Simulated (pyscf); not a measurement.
## Routes from HF (SMILES F) + F–SiH(F)–F (SMILES F[SiH](F)F)

Candidate steps break at most two bonds and form at most two. Each was searched with GFN2-xTB (tblite) first. Optimised with ωB97X-D3(BJ)/def2-SVP in PySCF. Energies: ωB97M-D3(BJ)/def2-TZVP, kcal/mol, from the separated reactants, singlet surface; ΔG‡ with ideal gas, 1 atm, RRHO with modes under 100 cm⁻¹ raised to 100, one conformer, R ln 2 for chiral ones without a mode under 150 cm⁻¹.

```csv
products,type,ΔE‡,ΔE,ΔG‡ 298 K,ΔG‡ 900 K,ν‡ (cm⁻¹)
F–SiH(F)–F + HF,four-centre exchange,26.1,0.0,35.4,55.8,511i
F–Si(F)(F)–F + H₂,four-centre exchange,30.0,-29.9,38.1,57.9,1134i
F–SiH₂–F + F–F,four-centre exchange,183.2,+163.4,189.0,206.4,526i
```

Plain bond fissions and candidates not yet searched are not listed, and one of them may be faster. Each barrier is that of the saddle found; lower ones may exist. A restricted solution here is unstable towards spin polarisation, so biradical character is likely and single-reference numbers are less safe.
